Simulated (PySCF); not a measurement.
Compound: C4H11P.
Bonds: C1–P2 (double), P2–C3, P2–C4, P2–C5. Hydrogens: H6, H7 on C1; H8, H9, H10 on C3; H11, H12, H13 on C4; H14, H15, H16 on C5.

The same species was optimised twice, with GFN2-xTB and with PBE0-D3(BJ)/def2-SVP (PySCF), and the same property calculations (PySCF, gas phase) were run on both structures.

```
  coordinate  GFN2-xTB  PBE0-D3(BJ)/def2-SVP  change
   P2–C3 (Å)     1.886                 1.855  -0.031
   C1=P2 (Å)     1.703                 1.674  -0.029
   C3–H8 (Å)     1.087                 1.102  +0.015
  C5–H15 (Å)     1.089                 1.100  +0.011
  C4–H11 (Å)     1.089                 1.100  +0.011
  C4–H13 (Å)     1.088                 1.100  +0.012
  C5–H14 (Å)     1.088                 1.100  +0.012
  C3–H10 (Å)     1.090                 1.101  +0.011
   C3–H9 (Å)     1.090                 1.101  +0.011
  C4–H12 (Å)     1.088                 1.098  +0.010
  C5–H16 (Å)     1.088                 1.098  +0.010
   C1–H7 (Å)     1.089                 1.093  +0.004
   C1–H6 (Å)     1.089                 1.093  +0.004
   P2–C5 (Å)     1.824                 1.820  -0.004
   P2–C4 (Å)     1.824                 1.820  -0.004
C1–P2–C3 (°)     131.3                 123.1    -8.2
P2–C1–H6 (°)     111.0                 117.5    +6.5
P2–C1–H7 (°)     111.0                 117.5    +6.5
H6–C1–H7 (°)     110.8                 116.9    +6.1
C4–P2–C5 (°)     105.0                 107.6    +2.6
C1–P2–C5 (°)     108.5                 110.8    +2.3
C1–P2–C4 (°)     108.6                 110.9    +2.3
C3–P2–C4 (°)     100.3                 101.6    +1.3
```

Rotational constants: A = 3781, B = 3441, C = 3179 MHz (GFN2-xTB) against A = 3643, B = 3535, C = 3267 MHz (PBE0-D3(BJ)/def2-SVP). Point groups within 0.08 Å: Cs and Cs.

On the GFN2-xTB structure: HOMO (eV) -5.10 [PBE0/pcSseg-1]; LUMO (eV) 0.92 [PBE0/pcSseg-1]; dipole (D) 3.30 [PBE0/pcSseg-1]; GIAO shielding of C1 (ppm) 187.0 [PBE0/pcSseg-1]; GIAO shielding of P2 (ppm) 341.5 [PBE0/pcSseg-1]; GIAO shielding of C3/C4/C5 (mean) (ppm) 164.4 [PBE0/pcSseg-1].

Task: What do these properties become on the PBE0-D3(BJ)/def2-SVP structure?

Result: 
```csv
property,level,on GFN2-xTB,on PBE0-D3(BJ)/def2-SVP,change
HOMO (eV),PBE0/pcSseg-1,-5.10,-4.72,+0.38
LUMO (eV),PBE0/pcSseg-1,0.92,0.97,+0.05
dipole (D),PBE0/pcSseg-1,3.30,3.14,-0.16
"energy, GFN2-xTB geometry as zero (kcal/mol)",PBE0/pcSseg-1,0.0,-2.5,-2.5
GIAO shielding of C1 (ppm),PBE0/pcSseg-1,187.0,193.5,+6.5
GIAO shielding of P2 (ppm),PBE0/pcSseg-1,341.5,347.8,+6.3
GIAO shielding of C3/C4/C5 (mean) (ppm),PBE0/pcSseg-1,164.4,163.4,-1.0
```

The heavy atoms differ by 0.068 Å rms after alignment. Among all bonds P2–C3 changes most (-0.031 Å). Changes are differences of the printed values. Neither structure is proved a minimum here.
